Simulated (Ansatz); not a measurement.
# Si₂ (triplet): the correlation ladder, cc-pV(Q+d)Z

Aim: climb from Hartree-Fock through coupled cluster and multireference methods for Si₂ (triplet) at one geometry and basis, and see what each rung misses.

Computed with Ansatz 0.2.0, Gaussian basis. Level: cc-pV(Q+d)Z, core rule «outside noble gas», up to 10 orbitals frozen.

To be run: UHF; CCSD(T) on ROHF; CCSD(T) on UHF; BCCD(T) on ROHF; CCSDT(Q) on ROHF; CCSDT(Q) on UHF; CASSCF and MRCISD+Q, 8 electrons in 8 orbitals; CASSCF and NEVPT2, 8 electrons in 8 orbitals.

10 further runs of the same task are left out: 1 that didn't finish, 9 set aside as unsound or not needed.

## Step 1: The geometry

The geometry is an MP2(full)/6-31G* stationary point (not a proven minimum).

2 atoms, charge 0, spin multiplicity 3.

Atoms are counted from 1 here; the program's logs count them from 0.

Bond lengths: Si1–Si2 2.260 Å.

Geometry (Å):

```tsv
atom	x (Å)	y (Å)	z (Å)
Si1	0.0000	0.0000	0.0000
Si2	0.0000	0.0000	2.2601
```

In the tables R marks a restricted open-shell determinant and U an unrestricted one; 'valence' is the active space of 8 electrons in 8 orbitals; energies count from the table's Hartree-Fock row.

## Step 2: UHF

Input file in.yaml:

```yaml
crystal:
  periodic: [false, false, false]
  atoms:
    - {symbol: Si, position_ang: [0.000000, 0.000000, 0.000000]}
    - {symbol: Si, position_ang: [0.000000, 0.000000, 2.260108]}
basis:
  gaussian: {orbitals: "cc-pV(Q+d)Z.json"}
magnetization: {spin_polarized: true, initial_magnetization: 2}
hamiltonian: {xc: hf}
output: {orbitals: {seedname: orbitals}}
```

Command:

```sh
ansatz run in.yaml --threads 1 --pin off --events-out ev --progress --plain --max-ram 2764MiB --backend cpu
```

Log:

```text
Functional definition: HF
  name "HF"
  cite "Fock, Z. Phys. 61, 126 (1930) doi:10.1007/BF01340294"
  parent pbe
  exchange = exact_x
  correlation = 0
814 factors; their error is unknown
mean field evaluation 1: about -15720.8239 eV, gradient 5.8e0 eV
mean field evaluation 2: about -15721.1850 eV, gradient 2.4e0 eV
mean field evaluation 4: about -15721.2789 eV, gradient 2.5e-1 eV
mean field evaluation 8: about -15721.6484 eV, gradient 2.5e-4 eV
mean field evaluation 16: about -15721.8879 eV, gradient 2.8e-1 eV
mean field evaluation 32: about -15721.9256 eV, gradient 8.2e-2 eV
mean field evaluation 64: about -15722.2910 eV, gradient 9.2e-2 eV
mean field evaluation 96: about -15720.6869 eV, gradient 6.7e0 eV
mean field evaluation 128: about -15721.2800 eV, gradient 5.5e-2 eV
mean field -15722.29425217 eV, -577.7836568134 hartree, gradient 1.6e-6 eV, S^2 2.018961; 4 other end points of the search recorded, 0 dependent functions left out
reference -15722.29425217 eV, -577.7836568134 hartree; 15, 13 occupied and 113, 115 virtual orbitals, 814 factors
Total energy: -15722.29425217 eV, -577.7836568134 hartree
```

It took 8.5 s on 1 thread of AMD EPYC 7R13, shared host; peak memory 0.31 GiB.

From the report: ⟨S²⟩ of the determinant 2.019 (pure triplet: 2.00).

## Step 3: CCSD(T) on ROHF

Input file in.yaml:

```yaml
crystal:
  periodic: [false, false, false]
  atoms:
    - {symbol: Si, position_ang: [0.000000, 0.000000, 0.000000]}
    - {symbol: Si, position_ang: [0.000000, 0.000000, 2.260108]}
basis:
  gaussian: {orbitals: "cc-pV(Q+d)Z.json"}
magnetization: {spin_polarized: false, initial_magnetization: 2}
correlation: {method: ccsd_t, electrons: outside_noble_gas}
```

Command:

```sh
ansatz run in.yaml --threads 5 --pin off --events-out ev --progress --plain --max-ram 82944MiB --backend cuda --devices 0, --max-vram 75GiB
```

Log, cut to the lines that bear on the results:

```text
Functional definition: HF
  name "HF"
  cite "Fock, Z. Phys. 61, 126 (1930) doi:10.1007/BF01340294"
  parent pbe
[...]
821 factors; integrals over basis functions are off by at most 7.7e-4 eV
[...]
mean field -15722.18407891 eV, -577.7796080209 hartree, gradient 4.0e-7 eV, S^2 2.000000; 14 other end points of the search recorded, 0 dependent functions left out
[...]
determinant -15722.18407891 eV, -577.7796080209 hartree, with singles and doubles -15727.80766963 eV, -577.9862711680 hartree
determinant -15721.47051938 eV, -577.7533851918 hartree, with singles and doubles -15727.54884344 eV, -577.9767594810 hartree
determinant -15719.88716247 eV, -577.6951978984 hartree, with singles and doubles -15725.36311535 eV, -577.8964354551 hartree
determinant -15718.94676491 eV, -577.6606389255 hartree, with singles and doubles -15724.81478044 eV, -577.8762845189 hartree
determinant -15718.76113693 eV, -577.6538172232 hartree, with singles and doubles -15724.78144671 eV, -577.8750595271 hartree
determinant -15718.75887352 eV, -577.6537340443 hartree, with singles and doubles -15724.94824006 eV, -577.8811890693 hartree
determinant -15722.18407891 eV, -577.7796080209 hartree, with singles and doubles -15727.65327180 eV, -577.9805971523 hartree
determinant -15721.47051938 eV, -577.7533851918 hartree, with singles and doubles -15727.38431731 eV, -577.9707132573 hartree
10 core orbitals not correlated: weight in the atoms' cores, before any rotation towards them, 1.000 or more for the frozen orbitals, at most 0.000 for the correlated occupied ones
reference -15722.18407891 eV, -577.7796080209 hartree; 5, 3 occupied and 113, 115 virtual orbitals, 821 factors
second order -4.68957845 eV of doubles, -0.05650009 eV of singles
cycle   1  -5.46919241 eV  change    4.8e-7 eV  update   2.0e-6
perturbative correction -0.34657513 eV, -0.0127364010 hartree
Total energy: -15727.99984645 eV, -577.9933335357 hartree
```

Run time: 5.5 s. Hardware: 1 × H100 with 5 threads of AMD EPYC 7R13, shared host; peak host memory 0.85 GiB.

From the report: correlation -5.8158 eV; T1 0.021; largest double amplitude 0.08.

## Step 4: CCSD(T) on UHF

in.yaml: that of step 3 with these lines changed.

```diff
@@ -7,3 +7,3 @@
   gaussian: {orbitals: "cc-pV(Q+d)Z.json"}
-magnetization: {spin_polarized: false, initial_magnetization: 2}
+magnetization: {spin_polarized: true, initial_magnetization: 2}
 correlation: {method: ccsd_t, electrons: outside_noble_gas}
```

Launched as before.

Log, cut to the lines that bear on the results:

```text
Functional definition: HF
  name "HF"
  cite "Fock, Z. Phys. 61, 126 (1930) doi:10.1007/BF01340294"
  parent pbe
[...]
821 factors; integrals over basis functions are off by at most 7.7e-4 eV
[...]
mean field -15722.29450459 eV, -577.7836660898 hartree, gradient 5.3e-7 eV, S^2 2.018961; 22 other end points of the search recorded, 0 dependent functions left out
determinant -15722.29450459 eV, -577.7836660898 hartree, with singles and doubles -15727.81840318 eV, -577.9866656188 hartree
determinant -15721.89301889 eV, -577.7689117624 hartree, with singles and doubles -15727.46907461 eV, -577.9738280304 hartree
determinant -15721.64863418 eV, -577.7599307900 hartree, with singles and doubles -15727.55392633 eV, -577.9769462737 hartree
determinant -15720.86166930 eV, -577.7310103641 hartree, with singles and doubles -15725.72337122 eV, -577.9096746143 hartree
[...]
determinant -15718.81232547 eV, -577.6556983673 hartree, with singles and doubles -15725.29083282 eV, -577.8937791212 hartree
determinant -15722.29450459 eV, -577.7836660898 hartree, with singles and doubles -15727.65916847 eV, -577.9808138511 hartree
determinant -15721.89301889 eV, -577.7689117624 hartree, with singles and doubles -15727.36050265 eV, -577.9698380846 hartree
determinant -15721.64863418 eV, -577.7599307900 hartree, with singles and doubles -15727.39715901 eV, -577.9711851811 hartree
10 core orbitals not correlated: weight in the atoms' cores, before any rotation towards them, 1.000 or more for the frozen orbitals, at most 0.000 for the correlated occupied ones
reference -15722.29450459 eV, -577.7836660898 hartree; 5, 3 occupied and 113, 115 virtual orbitals, 821 factors
second order -4.60047352 eV of doubles, -0.00000000 eV of singles
cycle   1  -5.36466338 eV  change    5.0e-7 eV  update   3.0e-6
perturbative correction -0.33938337 eV, -0.0124721087 hartree
Total energy: -15727.99855134 eV, -577.9932859416 hartree
```

Wall time 6 s (1 × H100 with 5 threads of AMD EPYC 7R13, shared host); peak host memory 0.87 GiB.

From the report: ⟨S²⟩ of the determinant 2.019 (pure triplet: 2.00); correlation -5.7040 eV; T1 0.019; largest double amplitude 0.08.

## Step 5: BCCD(T) on ROHF

Input file in.yaml:

```yaml
crystal:
  periodic: [false, false, false]
  atoms:
    - {symbol: Si, position_ang: [0.000000, 0.000000, 0.000000]}
    - {symbol: Si, position_ang: [0.000000, 0.000000, 2.260108]}
basis:
  gaussian: {orbitals: "cc-pV(Q+d)Z.json"}
magnetization: {spin_polarized: false, initial_magnetization: 2}
correlation: {method: bccd_t, electrons: outside_noble_gas}
```

The command is unchanged.

Log, cut to the lines that bear on the results:

```text
Functional definition: HF
  name "HF"
  cite "Fock, Z. Phys. 61, 126 (1930) doi:10.1007/BF01340294"
  parent pbe
[...]
821 factors; integrals over basis functions are off by at most 7.7e-4 eV
[...]
mean field -15722.18407891 eV, -577.7796080209 hartree, gradient 4.0e-7 eV, S^2 2.000000; 14 other end points of the search recorded, 0 dependent functions left out
[...]
determinant -15722.18407891 eV, -577.7796080209 hartree, with singles and doubles -15727.80766963 eV, -577.9862711680 hartree
determinant -15721.47051938 eV, -577.7533851918 hartree, with singles and doubles -15727.54884344 eV, -577.9767594810 hartree
determinant -15719.88716247 eV, -577.6951978984 hartree, with singles and doubles -15725.36311535 eV, -577.8964354551 hartree
determinant -15718.94676491 eV, -577.6606389255 hartree, with singles and doubles -15724.81478044 eV, -577.8762845189 hartree
determinant -15718.76113693 eV, -577.6538172232 hartree, with singles and doubles -15724.78144671 eV, -577.8750595271 hartree
determinant -15718.75887352 eV, -577.6537340443 hartree, with singles and doubles -15724.94824006 eV, -577.8811890693 hartree
determinant -15722.18407891 eV, -577.7796080209 hartree, with singles and doubles -15727.65327180 eV, -577.9805971523 hartree
determinant -15721.47051938 eV, -577.7533851918 hartree, with singles and doubles -15727.38431731 eV, -577.9707132573 hartree
10 core orbitals not correlated: weight in the atoms' cores, before any rotation towards them, 1.000 or more for the frozen orbitals, at most 0.000 for the correlated occupied ones
reference -15722.18407891 eV, -577.7796080209 hartree; 5, 3 occupied and 113, 115 virtual orbitals, 821 factors
second order -4.68957845 eV of doubles, -0.05650009 eV of singles
cycle   1  -5.46739424 eV  change    1.8e-3 eV  update   4.4e-3
[...]
cycle   7  -5.46581623 eV  change    3.1e-6 eV  update   7.3e-6
perturbative correction -0.35005406 eV, -0.0128642494 hartree
Total energy: -15727.99994921 eV, -577.9933373120 hartree
```

Wall time 4.3 s (1 × H100 with 5 threads of AMD EPYC 7R13, shared host); peak host memory 0.86 GiB.

From the report: correlation -5.8159 eV; largest double amplitude 0.08.

## Step 6: CCSDT(Q) on ROHF

in.yaml: that of step 5 with these lines changed.

```diff
@@ -8,2 +8,2 @@
 magnetization: {spin_polarized: false, initial_magnetization: 2}
-correlation: {method: bccd_t, electrons: outside_noble_gas}
+correlation: {method: ccsdt_q, electrons: outside_noble_gas}
```

The command is unchanged.

Log, cut to the lines that bear on the results:

```text
Functional definition: HF
  name "HF"
  cite "Fock, Z. Phys. 61, 126 (1930) doi:10.1007/BF01340294"
  parent pbe
[...]
1418 factors; integrals over basis functions are off by at most 1.2e-7 eV
[...]
mean field -15722.18407972 eV, -577.7796080505 hartree, gradient 4.6e-7 eV, S^2 2.000000; 14 other end points of the search recorded, 0 dependent functions left out
[...]
determinant -15722.18407972 eV, -577.7796080505 hartree, with singles and doubles -15727.80768060 eV, -577.9862715709 hartree
determinant -15721.47051979 eV, -577.7533852069 hartree, with singles and doubles -15727.54885572 eV, -577.9767599323 hartree
determinant -15719.88716416 eV, -577.6951979606 hartree, with singles and doubles -15725.36313068 eV, -577.8964360184 hartree
determinant -15718.94676852 eV, -577.6606390583 hartree, with singles and doubles -15724.81440182 eV, -577.8762706047 hartree
determinant -15718.76113802 eV, -577.6538172631 hartree, with singles and doubles -15724.78126313 eV, -577.8750527806 hartree
determinant -15718.75887567 eV, -577.6537341234 hartree, with singles and doubles -15724.94825212 eV, -577.8811895126 hartree
determinant -15722.18407972 eV, -577.7796080505 hartree, with singles and doubles -15727.65327435 eV, -577.9805972460 hartree
determinant -15721.47051979 eV, -577.7533852069 hartree, with singles and doubles -15727.38431878 eV, -577.9707133110 hartree
10 core orbitals not correlated: weight in the atoms' cores, before any rotation towards them, 1.000 or more for the frozen orbitals, at most 0.000 for the correlated occupied ones
reference -15722.18407972 eV, -577.7796080505 hartree; 5, 3 occupied and 113, 115 virtual orbitals, 1418 factors
second order -4.68958839 eV of doubles, -0.05650010 eV of singles
cycle   1  -5.21579954 eV  change   -4.7e-1 eV  update   9.5e-2
[...]
cycle  15  -5.86080739 eV  change   -7.6e-7 eV  update   8.6e-7
perturbative correction -0.02709882 eV, -0.0009958632 hartree
Total energy: -15728.07198593 eV, -577.9959846127 hartree
```

Run time: 12 s. Hardware: 1 × H100 with 5 threads of AMD EPYC 7R13, shared host; peak host memory 0.93 GiB.

From the report: correlation -5.8879 eV; T1 0.022; largest double amplitude 0.11.

## Step 7: CCSDT(Q) on UHF

in.yaml: that of step 6 with these lines changed.

```diff
@@ -7,3 +7,3 @@
   gaussian: {orbitals: "cc-pV(Q+d)Z.json"}
-magnetization: {spin_polarized: false, initial_magnetization: 2}
+magnetization: {spin_polarized: true, initial_magnetization: 2}
 correlation: {method: ccsdt_q, electrons: outside_noble_gas}
```

Same command.

Log, cut to the lines that bear on the results:

```text
Functional definition: HF
  name "HF"
  cite "Fock, Z. Phys. 61, 126 (1930) doi:10.1007/BF01340294"
  parent pbe
[...]
1418 factors; integrals over basis functions are off by at most 1.2e-7 eV
[...]
mean field -15722.29450543 eV, -577.7836661206 hartree, gradient 2.0e-6 eV, S^2 2.018961; 23 other end points of the search recorded, 0 dependent functions left out
determinant -15722.29450543 eV, -577.7836661206 hartree, with singles and doubles -15727.81841324 eV, -577.9866659884 hartree
determinant -15721.89302018 eV, -577.7689118099 hartree, with singles and doubles -15727.46908598 eV, -577.9738284484 hartree
determinant -15721.64863464 eV, -577.7599308067 hartree, with singles and doubles -15727.55393858 eV, -577.9769467238 hartree
determinant -15720.86167177 eV, -577.7310104548 hartree, with singles and doubles -15725.72338017 eV, -577.9096749431 hartree
[...]
determinant -15722.29450543 eV, -577.7836661206 hartree, with singles and doubles -15727.65917109 eV, -577.9808139475 hartree
determinant -15721.89302018 eV, -577.7689118099 hartree, with singles and doubles -15727.36050500 eV, -577.9698381710 hartree
determinant -15721.64863464 eV, -577.7599308067 hartree, with singles and doubles -15727.39716074 eV, -577.9711852446 hartree
10 core orbitals not correlated: weight in the atoms' cores, before any rotation towards them, 1.000 or more for the frozen orbitals, at most 0.000 for the correlated occupied ones
reference -15722.29450543 eV, -577.7836661206 hartree; 5, 3 occupied and 113, 115 virtual orbitals, 1418 factors
second order -4.60048307 eV of doubles, -0.00000000 eV of singles
cycle   1  -5.09116476 eV  change   -4.9e-1 eV  update   9.6e-2
[...]
cycle  17  -5.75137018 eV  change    4.9e-7 eV  update   3.3e-7
perturbative correction -0.02697283 eV, -0.0009912332 hartree
Total energy: -15728.07284844 eV, -577.9960163095 hartree
```

It took 13 s on 1 × H100 with 5 threads of AMD EPYC 7R13, shared host; peak host memory 0.93 GiB.

From the report: ⟨S²⟩ of the determinant 2.019 (pure triplet: 2.00); correlation -5.7783 eV; T1 0.021; largest double amplitude 0.11.

## Step 8: CASSCF and MRCISD+Q, 8 electrons in 8 orbitals

Input file in.yaml:

```yaml
crystal:
  periodic: [false, false, false]
  atoms:
    - {symbol: Si, position_ang: [0.000000, 0.000000, 0.000000]}
    - {symbol: Si, position_ang: [0.000000, 0.000000, 2.260108]}
basis:
  gaussian: {orbitals: "cc-pV(Q+d)Z.json"}
magnetization: {spin_polarized: false, initial_magnetization: 2}
correlation: {method: fic_mrcisd_q, electrons: outside_noble_gas, active_space: {window: {electrons: 8, orbitals: 8}, shells: [{species: Si, l: s, shell: 3}, {species: Si, l: p, shell: 3}]}}
```

The command is unchanged.

Log, cut to the lines that bear on the results:

```text
Functional definition: HF
  name "HF"
  cite "Fock, Z. Phys. 61, 126 (1930) doi:10.1007/BF01340294"
  parent pbe
[...]
1418 factors; integrals over basis functions are off by at most 1.2e-7 eV
[...]
mean field -15722.18407972 eV, -577.7796080505 hartree, gradient 4.6e-7 eV, S^2 2.000000; 9 other end points of the search recorded, 0 dependent functions left out
reference -15722.18407972 eV, -577.7796080505 hartree; 15, 13 occupied and 113, 115 virtual orbitals, 1418 factors
state -15723.62644840 eV, -577.8326141217 hartree
contracted CI cycle   1: correlation 0.00000000 eV, 0.0000000000 hartree, residual 1.48e1 eV
contracted CI cycle   2: correlation -3.81788319 eV, -0.1403046192 hartree, residual 3.16e0 eV
contracted CI cycle   3: correlation -3.99677343 eV, -0.1468787144 hartree, residual 8.27e-1 eV
contracted CI cycle   4: correlation -4.00754023 eV, -0.1472743870 hartree, residual 2.04e-1 eV
contracted CI cycle   5: correlation -4.00819967 eV, -0.1472986210 hartree, residual 5.53e-2 eV
contracted CI cycle   6: correlation -4.00824884 eV, -0.1473004279 hartree, residual 1.57e-2 eV
contracted CI cycle   7: correlation -4.00825288 eV, -0.1473005764 hartree, residual 4.46e-3 eV
contracted CI cycle   8: correlation -4.00825319 eV, -0.1473005880 hartree, residual 1.17e-3 eV
state -15723.62644840 eV, -577.8326141217 hartree; corrected -15728.03819104 eV, -577.9947426736 hartree
Total energy: -15728.03819104 eV, -577.9947426736 hartree
Checks for a lower state left out: starts, orbital_swaps
```

It took 2.8 s on 1 × H100 with 5 threads of AMD EPYC 7R13, shared host; peak host memory 0.93 GiB.

From the report: 592 determinants; active occupations 1.98, 1.96, 1.96, 0.99, 0.99, 0.05, 0.05, 0.04.

## Step 9: CASSCF and NEVPT2, 8 electrons in 8 orbitals

Input file in.yaml:

```yaml
crystal:
  periodic: [false, false, false]
  atoms:
    - {symbol: Si, position_ang: [0.000000, 0.000000, 0.000000]}
    - {symbol: Si, position_ang: [0.000000, 0.000000, 2.260108]}
basis:
  gaussian: {orbitals: "cc-pV(Q+d)Z.json"}
magnetization: {spin_polarized: false, initial_magnetization: 2}
correlation: {method: sc_nevpt2, electrons: outside_noble_gas, active_space: {window: {electrons: 8, orbitals: 8}, shells: [{species: Si, l: s, shell: 3}, {species: Si, l: p, shell: 3}]}}
```

The command is unchanged.

Log, cut to the lines that bear on the results:

```text
Functional definition: HF
  name "HF"
  cite "Fock, Z. Phys. 61, 126 (1930) doi:10.1007/BF01340294"
  parent pbe
[...]
1418 factors; integrals over basis functions are off by at most 1.2e-7 eV
[...]
mean field -15722.18407972 eV, -577.7796080505 hartree, gradient 4.6e-7 eV, S^2 2.000000; 9 other end points of the search recorded, 0 dependent functions left out
reference -15722.18407972 eV, -577.7796080505 hartree; 15, 13 occupied and 113, 115 virtual orbitals, 1418 factors
state -15723.62644840 eV, -577.8326141217 hartree
state -15723.62644840 eV, -577.8326141217 hartree; corrected -15727.12600590 eV, -577.9612204881 hartree
Total energy: -15727.12600590 eV, -577.9612204881 hartree
Checks for a lower state left out: starts, orbital_swaps
```

It took 2.4 s on 1 × H100 with 5 threads of AMD EPYC 7R13, shared host; peak host memory 0.87 GiB.

From the report: 592 determinants; active occupations 1.98, 1.96, 1.96, 0.99, 0.99, 0.05, 0.05, 0.04.

## Step 10: How many determinants matter

Natural occupations of the CASSCF valence state about the gap (report; correlated orbitals 1 to 8): 1.979, 1.957, 1.956, 0.986, 0.986, 0.049, 0.049, 0.038. The count of effectively unpaired electrons, Σ n²(2 − n)², is 2.04; a single determinant of this spin has 2.

## Step 11: Misses and costs

The yardstick is UCCSDT(Q), where the cluster series has nearly closed. Rows without a time come out of other runs: HF, MP2 and CCSD of CCSD(T), CCSDT of CCSDT(Q), CASSCF and MRCISD of the multireference runs.

Differences are taken before rounding.

```tsv
method	energy from the lowest RHF (kcal/mol)	from UCCSDT(Q) (kcal/mol)	time
RHF	0.00	+135.80	
UHF	-2.55	+133.25	
RMP2	-109.45	+26.35	
UMP2	-108.64	+27.16	
RCCSD	-126.12	+9.68	
UCCSD	-126.26	+9.54	
RCCSD(T)	-134.11	+1.68	5.5 s
UCCSD(T)	-134.08	+1.71	6 s
BCCD(T)	-134.12	+1.68	4.3 s
RCCSDT	-135.15	+0.64	
UCCSDT	-135.18	+0.62	
RCCSDT(Q)	-135.78	+0.02	12 s
UCCSDT(Q)	-135.80	0	13 s
CASSCF valence	-33.26	+102.54	
NEVPT2 valence	-113.96	+21.83	2.4 s
MRCISD valence	-125.69	+10.10	
MRCISD+Q valence	-135.00	+0.80	2.8 s
```

Among the levels timed on like hardware and quicker than the yardstick, those that no quicker one beats, quickest first: NEVPT2 valence (2.4 s, +21.83 kcal/mol); MRCISD+Q valence (2.8 s, +0.80 kcal/mol); RCCSDT(Q) (12 s, +0.02 kcal/mol).

## Step 12: Outcome

| quantity | value |
| --- | --- |
| UCCSDT(Q) below the RHF energy | -5.8888 eV |
| RMP2 from UCCSDT(Q) | +26.35 kcal/mol |
| UMP2 from UCCSDT(Q) | +27.16 kcal/mol |
| RCCSD from UCCSDT(Q) | +9.68 kcal/mol |
| RCCSD(T) from UCCSDT(Q) | +1.68 kcal/mol |
| UCCSD(T) from UCCSDT(Q) | +1.71 kcal/mol |
| RCCSDT(Q) from UCCSDT(Q) | +0.02 kcal/mol |
| NEVPT2 valence from UCCSDT(Q) | +21.83 kcal/mol |
| MRCISD+Q valence from UCCSDT(Q) | +0.80 kcal/mol |
| levels within 1 kcal/mol (43 meV) | RCCSDT, UCCSDT, RCCSDT(Q), MRCISD+Q valence |
| T1 diagnostic | 0.021 |
| effectively unpaired electrons | 2.04 |

**Reading.** RCCSD(T) misses by +1.68 kcal/mol, 1.2 % of the correlation energy. One determinant dominates. Of the multireference levels listed MRCISD+Q valence comes nearest in total energy (+0.80 kcal/mol), which doesn't show that its space is the better one. These misses are within one basis, not against nature; the frozen cores of restricted and unrestricted runs differ, which can shift their rows.

For cost: RCCSDT(Q) gets within 0.02 kcal/mol in 12 s, where UCCSDT(Q) took 13 s; the quickest level in the cost chart, NEVPT2 valence, takes 2.4 s and misses by 21.83 kcal/mol.
